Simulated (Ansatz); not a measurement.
Li2, a comparison of methods with full CI

Program: the Ansatz DFT code, driven from Python.

The script, `fci_li2.py`:
```python
"""Approximate methods against full CI for Li2 in a small basis."""

import ansatz as az


def main() -> None:
    li2 = (
        az.Crystal.molecule()
        .atom("Li", (0.0, 0.0, 0.0))
        .atom("Li", (0.0, 0.0, 2.57))
    )

    calc = li2.calculation().basis(gaussian="6-31G")
    exact = calc.correlation("fci").run().report
    print(f"full CI {exact['free_energy_ev'] / 27.211386246:.7f} Ha over {exact['configurations']['states'][0]['n_determinants']} determinants")
    print("natural occupations", [round(n, 4) for n in exact["configurations"]["natural_occupations"]])
    print(f"hf       misses {1000 * (exact['reference_energy_ev'] - exact['free_energy_ev']) / 27.211386246:9.3f} mHa")
    for method in ["mp2", "ccsd", "ccsd_t", "ccsdt"]:
        e = calc.correlation(method).run().report["free_energy_ev"]
        print(f"{method:8s} misses {1000 * (e - exact['free_energy_ev']) / 27.211386246:9.3f} mHa")


if __name__ == "__main__":
    main()
```

```console
$ python fci_li2.py
full CI -14.8926361 Ha over 84864 determinants
natural occupations [1.9999, 1.9999, 1.817, 0.0597, 0.0597, 0.0379, 0.0255, 0.0001, 0.0001, 0.0001, 0.0001, 0.0, 0.0, 0.0, 0.0, 0.0, 0.0, 0.0]
hf       misses    28.233 mHa
mp2      misses    11.777 mHa
ccsd     misses     0.049 mHa
ccsd_t   misses     0.004 mHa
ccsdt    misses     0.001 mHa
```

These settings explore the input space; basis and method may be short of convergence. Full CI is exact only within this small basis and its frozen core, at an unrelaxed geometry. The spin state was assumed, and another may lie lower. Timing: 1.8 s on 1 thread of Arm Neoverse V2 (shared host), peak memory 0.13 GiB.
